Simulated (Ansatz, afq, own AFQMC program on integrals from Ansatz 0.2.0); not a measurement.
# SiH4O (triplet): quantum Monte Carlo beside coupled cluster at distance Si1–H5 along a hydrogen transfer = 1.848 Å, cc-pVTZ

How near does AFQMC come to the top of the ladder for SiH4O (triplet)?

The runs use Ansatz 0.2.0, Gaussian basis, and an in-house AFQMC program (afq) on its integrals; all values are calculated; cc-pVTZ, frozen cores.

The runs, in order: CCSD(T) on UHF; PBE (unrestricted); r2SCAN (unrestricted); PBE0 (unrestricted); B3LYP (unrestricted); wB97M-V (unrestricted); B2PLYP (unrestricted); Phaseless AFQMC, CISD trial on UHF.

**1. What is computed**

The geometry derives from fragments relaxed apart (PBE0/def2-TZVP) and kept rigid, so it is no stationary point. A hydrogen atom is moved between rigid fragments.

6 atoms, charge 0, spin multiplicity 3.

Atoms are counted from 1 here; the program's logs count them from 0.

Bond lengths: Si1–H2 1.485 Å, Si1–H3 1.485 Å, Si1–H4 1.485 Å, H5–O6 0.990 Å. Angles: H2–Si1–H3 109.5°, H2–Si1–H4 109.5°, H3–Si1–H4 109.5°.

**2. CCSD(T) on UHF**

Contents of in.yaml:

```yaml
crystal:
  periodic: [false, false, false]
  atoms:
    - {symbol: Si, position_ang: [-0.951283, 0.000000, 0.000000]}
    - {symbol: H, position_ang: [-1.446155, 1.399708, 0.000000]}
    - {symbol: H, position_ang: [-1.446155, -0.699854, 1.212183]}
    - {symbol: H, position_ang: [-1.446155, -0.699854, -1.212183]}
    - {symbol: H, position_ang: [0.896717, 0.000000, 0.000000]}
    - {symbol: O, position_ang: [1.886717, 0.000000, 0.000000]}
basis:
  gaussian: {orbitals: cc-pVTZ}
magnetization: {spin_polarized: true, initial_magnetization: 2}
correlation: {method: ccsd_t, electrons: outside_noble_gas, hamiltonian_folder: ham}
```

Started as:

```sh
ansatz run in.yaml --threads 1 --pin off --events-out ev --progress --plain --max-ram 16896MiB --backend cuda --devices 0, --max-vram 18GiB
```

Log, cut to the lines that bear on the results:

```text
Functional definition: HF
  name "HF"
  cite "Fock, Z. Phys. 61, 126 (1930) doi:10.1007/BF01340294"
  parent pbe
[...]
691 factors; integrals over basis functions are off by at most 1.4e-3 eV
[...]
mean field -9960.33196669 eV, -366.0354484205 hartree, gradient 2.5e-6 eV, S^2 2.018723; 4 other end points of the search recorded, 0 dependent functions left out
6 core orbitals not correlated: weight in the atoms' cores, before any rotation towards them, 1.000 or more for the frozen orbitals, at most 0.000 for the correlated occupied ones
reference -9960.33196669 eV, -366.0354484205 hartree; 8, 6 occupied and 106, 108 virtual orbitals, 691 factors
second order -8.85212918 eV of doubles, -0.00000000 eV of singles
cycle   1  -9.58308913 eV  change   -7.3e-1 eV  update   6.9e-2
[...]
cycle  10  -9.93104558 eV  change    1.6e-5 eV  update   1.4e-5
perturbative correction -0.27265019 eV, -0.0100197097 hartree
Total energy: -9970.53566247 eV, -366.4104273240 hartree
```

It took 8 s on 1 × NVIDIA H100 80GB HBM3 with 1 thread of AMD EPYC 7R13 (Zen 3), shared host; peak host memory 2.1 GiB.

From the report: ⟨S²⟩ of the determinant 2.019 (pure triplet: 2.00); correlation -10.2037 eV; T1 0.014; largest double amplitude 0.02.

This run also writes the integrals to the folder ham.

**3. PBE (unrestricted)**

in.yaml, as its differences from that of step 2:

```diff
@@ -12,2 +12,3 @@
 magnetization: {spin_polarized: true, initial_magnetization: 2}
-correlation: {method: ccsd_t, electrons: outside_noble_gas, hamiltonian_folder: ham}
+hamiltonian: {xc: {name: PBE}}
+output: {orbitals: {seedname: orbitals}}
```

Started as:

```sh
ansatz run in.yaml --threads 1 --pin off --events-out ev --progress --plain --max-ram 5632MiB --backend cpu
```

Log:

```text
Functional definition: PBE
  name "PBE"
  cite "Perdew, Burke & Ernzerhof, Phys. Rev. Lett. 77, 3865 (1996) doi:10.1103/PhysRevLett.77.3865"
  parent pbe
  parameter kappa = 0.804
  parameter beta = 0.06672455060314922
  exchange = pbe_x(kappa = kappa, mu = beta*pi^2/3)
  correlation = pbe_c(beta = beta)
682 factors; their error is unknown
mean field evaluation 1: about -9977.7642 eV, gradient 2.3e1 eV
mean field evaluation 2: about -9974.1114 eV, gradient 3.9e1 eV
mean field evaluation 4: about -9979.8137 eV, gradient 1.2e0 eV
mean field evaluation 8: about -9979.7962 eV, gradient 2.4e-2 eV
mean field evaluation 16: about -9979.7962 eV, gradient 2.0e-5 eV
mean field evaluation 32: about -9979.5525 eV, gradient 9.1e0 eV
mean field -9979.79620089 eV, -366.7507458338 hartree, gradient 5.2e-6 eV, S^2 2.004481; 2 other end points of the search recorded, 0 dependent functions left out
reference -9979.79623420 eV, -366.7507470580 hartree; 14, 12 occupied and 106, 108 virtual orbitals, 682 factors
Total energy: -9979.79623420 eV, -366.7507470580 hartree
```

Run time: 17 s. Hardware: 1 thread of AMD EPYC 7R13 (Zen 3), shared host; peak memory 2.1 GiB.

From the report: ⟨S²⟩ of the determinant 2.004 (pure triplet: 2.00).

**4. r2SCAN (unrestricted)**

in.yaml, as its differences from that of step 3:

```diff
@@ -12,3 +12,2 @@
 magnetization: {spin_polarized: true, initial_magnetization: 2}
-hamiltonian: {xc: {name: PBE}}
-output: {orbitals: {seedname: orbitals}}
+hamiltonian: {xc: {name: r2SCAN}}
```

Same command.

Log, cut to the lines that bear on the results:

```text
Functional definition: r2SCAN
  name "r2SCAN"
  cite "Furness, Kaplan, Ning, Perdew & Sun, J. Phys. Chem. Lett. 11, 8208 (2020) doi:10.1021/acs.jpclett.0c02405"
  cite "Furness, Kaplan, Ning, Perdew & Sun, J. Phys. Chem. Lett. 11, 9248 (2020) doi:10.1021/acs.jpclett.0c03077"
  parent r2scan
[...]
682 factors; their error is unknown
[...]
mean field -9984.64275541 eV, -366.9288534276 hartree, gradient 2.0e-6 eV, S^2 2.009301; 4 other end points of the search recorded, 0 dependent functions left out
reference -9984.64276661 eV, -366.9288538390 hartree; 14, 12 occupied and 106, 108 virtual orbitals, 682 factors
Total energy: -9984.64276661 eV, -366.9288538390 hartree
```

Wall time 31 s (1 thread of AMD EPYC 7R13 (Zen 3), shared host); peak memory 2.1 GiB.

From the report: ⟨S²⟩ of the determinant 2.009 (pure triplet: 2.00).

**5. PBE0 (unrestricted)**

in.yaml, as its differences from that of step 4:

```diff
@@ -12,2 +12,3 @@
 magnetization: {spin_polarized: true, initial_magnetization: 2}
-hamiltonian: {xc: {name: r2SCAN}}
+hamiltonian: {xc: {name: PBE0}}
+output: {orbitals: {seedname: orbitals}}
```

Launched as before.

Log:

```text
Functional definition: PBE0
  name "PBE0"
  cite "Adamo & Barone, J. Chem. Phys. 110, 6158 (1999) doi:10.1063/1.478522"
  cite "Perdew, Burke & Ernzerhof, Phys. Rev. Lett. 77, 3865 (1996) doi:10.1103/PhysRevLett.77.3865"
  parent pbe
  parameter a = 0.25
  parameter kappa = 0.804
  parameter beta = 0.06672455060314922
  exchange = (1 - a)*pbe_x(kappa = kappa, mu = beta*pi^2/3) + a*exact_x
  correlation = pbe_c(beta = beta)
691 factors; their error is unknown
mean field evaluation 1: about -9979.4171 eV, gradient 1.8e1 eV
mean field evaluation 2: about -9978.8551 eV, gradient 2.3e1 eV
mean field evaluation 4: about -9980.6918 eV, gradient 4.6e-1 eV
mean field evaluation 8: about -9980.7247 eV, gradient 1.4e-1 eV
mean field evaluation 16: about -9980.7248 eV, gradient 2.5e-5 eV
mean field evaluation 32: about -9980.7248 eV, gradient 2.7e-6 eV
mean field -9980.72478871 eV, -366.7848708070 hartree, gradient 4.9e-6 eV, S^2 2.006507; 1 other end points of the search recorded, 0 dependent functions left out
reference -9980.72481394 eV, -366.7848717342 hartree; 14, 12 occupied and 106, 108 virtual orbitals, 691 factors
Total energy: -9980.72481394 eV, -366.7848717342 hartree
```

It took 15 s on 1 thread of AMD EPYC 7R13 (Zen 3), shared host; peak memory 2.1 GiB.

From the report: ⟨S²⟩ of the determinant 2.007 (pure triplet: 2.00).

**6. B3LYP (unrestricted)**

in.yaml, as its differences from that of step 5:

```diff
@@ -12,3 +12,2 @@
 magnetization: {spin_polarized: true, initial_magnetization: 2}
-hamiltonian: {xc: {name: PBE0}}
-output: {orbitals: {seedname: orbitals}}
+hamiltonian: {xc: {name: B3LYP}}
```

The command is unchanged.

Log, cut to the lines that bear on the results:

```text
Functional definition: B3LYP
  name "B3LYP"
  cite "Stephens, Devlin, Chabalowski & Frisch, J. Phys. Chem. 98, 11623 (1994) doi:10.1021/j100096a001"
  cite "Becke, Phys. Rev. A 38, 3098 (1988) doi:10.1103/PhysRevA.38.3098"
  cite "Lee, Yang & Parr, Phys. Rev. B 37, 785 (1988) doi:10.1103/PhysRevB.37.785"
  cite "Vosko, Wilk & Nusair, Can. J. Phys. 58, 1200 (1980) doi:10.1139/p80-159"
[...]
691 factors; their error is unknown
[...]
mean field -9987.11800332 eV, -367.0198171104 hartree, gradient 3.1e-6 eV, S^2 2.005286; 5 other end points of the search recorded, 0 dependent functions left out
reference -9987.11821698 eV, -367.0198249623 hartree; 14, 12 occupied and 106, 108 virtual orbitals, 691 factors
Total energy: -9987.11821698 eV, -367.0198249623 hartree
```

Run time: 41 s. Hardware: 1 thread of AMD EPYC 7R13 (Zen 3), shared host; peak memory 2.1 GiB.

From the report: ⟨S²⟩ of the determinant 2.005 (pure triplet: 2.00).

**7. wB97M-V (unrestricted)**

in.yaml, as its differences from that of step 6:

```diff
@@ -12,2 +12,3 @@
 magnetization: {spin_polarized: true, initial_magnetization: 2}
-hamiltonian: {xc: {name: B3LYP}}
+hamiltonian: {xc: {name: wB97M-V}}
+output: {orbitals: {seedname: orbitals}}
```

The command is unchanged.

Log, cut to the lines that bear on the results:

```text
Functional definition: wB97M-V
  name "wB97M-V"
  cite "Mardirossian & Head-Gordon, J. Chem. Phys. 144, 214110 (2016) doi:10.1063/1.4952647"
  cite "Becke, J. Chem. Phys. 107, 8554 (1997) doi:10.1063/1.475007"
  cite "Vydrov & Van Voorhis, J. Chem. Phys. 133, 244103 (2010) doi:10.1063/1.3521275"
  # Of w^i u^j: cxij and so on, Table III.
[...]
  gx(w, u) = 1 - cx + cx01*u + cx10*w
  gss(w, u) = css00 + css04*u^4 + css10*w + css20*w^2 + css43*w^4*u^3
  gos(w, u) = cos00 + cos10*w + (cos20 + cos21*u)*w^2 + (cos60 + cos61*u)*w^6
[...]
      + integral(e_c_pw_mod_opposite_spin*gos(b97_w_opposite, b97_u_opposite)) + vv10(b, c)
691 factors; their error is unknown
163 factors; integrals over basis functions are off by at most 2.3e-5 eV
[...]
mean field -9984.55493444 eV, -366.9256260664 hartree, gradient 9.7e-6 eV, S^2 2.004910; 1 other end points of the search recorded, 0 dependent functions left out
reference -9984.55497286 eV, -366.9256274783 hartree; 14, 12 occupied and 106, 108 virtual orbitals, 691 factors
Total energy: -9984.55497286 eV, -366.9256274783 hartree
```

Wall time 40 s (1 thread of AMD EPYC 7R13 (Zen 3), shared host); peak memory 2.1 GiB.

From the report: ⟨S²⟩ of the determinant 2.005 (pure triplet: 2.00).

**8. B2PLYP (unrestricted)**

in.yaml, as its differences from that of step 7:

```diff
@@ -12,3 +12,3 @@
 magnetization: {spin_polarized: true, initial_magnetization: 2}
-hamiltonian: {xc: {name: wB97M-V}}
-output: {orbitals: {seedname: orbitals}}
+hamiltonian: {xc: {name: B2PLYP}}
+correlation: {electrons: outside_noble_gas}
```

The command is unchanged.

Log, cut to the lines that bear on the results:

```text
Functional definition: B2PLYP
  name "B2PLYP"
  cite "Grimme, J. Chem. Phys. 124, 034108 (2006) doi:10.1063/1.2148954"
  cite "Becke, Phys. Rev. A 38, 3098 (1988) doi:10.1103/PhysRevA.38.3098"
  cite "Lee, Yang & Parr, Phys. Rev. B 37, 785 (1988) doi:10.1103/PhysRevB.37.785"
[...]
691 factors; integrals over basis functions are off by at most 1.4e-3 eV
[...]
mean field -9978.64361693 eV, -366.7083891548 hartree, gradient 1.4e-11 eV, S^2 2.009735; 6 other end points of the search recorded, 0 dependent functions left out
6 core orbitals not correlated: weight in the atoms' cores, before any rotation towards them, 1.000 or more for the frozen orbitals, at most 0.000 for the correlated occupied ones
reference -9978.64375289 eV, -366.7083941512 hartree; 8, 6 occupied and 106, 108 virtual orbitals, 691 factors
second order -10.71681247 eV of doubles, -0.00000000 eV of singles
Total energy: -9981.53729226 eV, -366.8147297615 hartree
```

Wall time 52 s (1 thread of AMD EPYC 7R13 (Zen 3), shared host); peak memory 2.1 GiB.

From the report: ⟨S²⟩ of the determinant 2.010 (pure triplet: 2.00).

**9. Phaseless AFQMC, CISD trial on UHF**

It reads the integrals that the CCSD(T) run on this determinant wrote.

Started as:

```sh
afq ham --method phaseless --trial cisd --walkers 600 --populations 10 --least-time 60 --time-step 0.005 --steps-per-block 50 --equilibration-blocks 28 --max-blocks 4000 --target-error 0.00022 --factor-cut 1e-05 --start spin_pure --seed 6300 --release-times 0.24,0.51,0.99,1.62,2.4 --release-step 0.03 --release-every 3 --taylor-order 6
```

Log:

```text
orbitals 114  electrons 8 6  factors 687 of 691
reference energy -366.03544842 Eh
CCSD correlation -0.36495956 Eh in 11 cycles, weight of the determinant in the CISD state 0.8750
energy of the start -366.399559 Eh
 block  time / (1/Eh)  mean weight  energy / Eh
     1     0.250  0.9996  -366.396244
     2     0.500  1.0003  -366.401308
     3     0.750  1.0006  -366.404245
     4     1.000  1.0001  -366.406952
     5     1.250  1.0010  -366.406853
     6     1.500  0.9988  -366.408109
     7     1.750  0.9992  -366.407940
     8     2.000  0.9988  -366.411044
     9     2.250  1.0008  -366.408905
    10     2.500  0.9987  -366.411261
    13     3.250  0.9997  -366.409764
    16     4.000  1.0003  -366.408213
    19     4.750  0.9992  -366.411097
    22     5.500  0.9992  -366.412766
    25     6.250  1.0007  -366.411793
    28     7.000  0.9986  -366.409664
    31     7.750  1.0004  -366.410060
    34     8.500  0.9982  -366.409469
    37     9.250  0.9994  -366.409372
    40    10.000  1.0000  -366.413747
    43    10.750  0.9994  -366.409727
    46    11.500  0.9999  -366.410453
    49    12.250  1.0002  -366.410146
    52    13.000  1.0004  -366.411335
    55    13.750  1.0007  -366.410918
    58    14.500  0.9997  -366.411686
    61    15.250  0.9982  -366.409793
    64    16.000  0.9983  -366.410432
    67    16.750  0.9986  -366.412880
    70    17.500  0.9993  -366.410080
    73    18.250  1.0008  -366.406951
    76    19.000  0.9998  -366.408522
    79    19.750  1.0017  -366.408490
    82    20.500  1.0002  -366.411297
    85    21.250  1.0005  -366.410241
    88    22.000  0.9999  -366.410852
    91    22.750  1.0006  -366.411937
    94    23.500  1.0001  -366.410305
    97    24.250  1.0002  -366.408106
   100    25.000  1.0002  -366.408032
   103    25.750  1.0014  -366.411379
   106    26.500  1.0002  -366.410620
   109    27.250  1.0010  -366.409621
   112    28.000  0.9993  -366.412203
   115    28.750  1.0022  -366.411900
   118    29.500  1.0005  -366.412978
   121    30.250  0.9988  -366.411983
   124    31.000  0.9994  -366.409075
   127    31.750  0.9997  -366.411543
   130    32.500  0.9991  -366.412926
   133    33.250  1.0000  -366.409431
   136    34.000  1.0001  -366.409244
error from the spread of 10 populations
released: time / (1/Eh)  energy / Eh  error  mean overlap
  0.24  -366.411365  0.000203  0.9959
  0.51  -366.411642  0.000181  0.9852
  0.99  -366.411618  0.000218  0.9826
  1.62  -366.411472  0.000328  0.9860
  2.40  -366.411945  0.000507  0.9797
energy -366.410832 +/- 0.000175 Eh
```

Run time: 3.5 min. Hardware: 1 × NVIDIA H100 80GB HBM3 with 2 threads of AMD EPYC 7R13 (Zen 3), shared host; peak host memory 2.1 GiB.

Energy -9970.5467 ± 0.0048 eV. Caveats: constraint bias not in the error.

**10. AFQMC on the ladder**

On the UHF determinant, counted from CCSD(T) (a yardstick, not exact):

```tsv
level	energy (eV)	from CCSD(T) (kJ/mol)	statistical error (kJ/mol)	time
HF	-9960.3320	+984.5		
MP2	-9969.1841	+130.4		
CCSD	-9970.2630	+26.3		
CCSD(T)	-9970.5357	0.0		
Phaseless AFQMC, CISD trial, step 0.005, 600 walkers	-9970.5467	-1.1	0.5	3.5 min
```

The functionals' totals stand on their own zeros and serve differences with other points: PBE -9979.796 eV; r2SCAN -9984.643 eV; PBE0 -9980.725 eV; B3LYP -9987.118 eV; wB97M-V -9984.555 eV; B2PLYP -9981.537 eV.

**11. What came out**

```
                                       quantity              value
Phaseless AFQMC, CISD trial on UHF from CCSD(T)  -1.1 ± 0.5 kJ/mol
```

In words: On UHF the phaseless walk with the CISD trial lies -1.1 kJ/mol from CCSD(T), within three error bars. Error bars are statistical and leave out the constraint, the time step and what remains of the start.
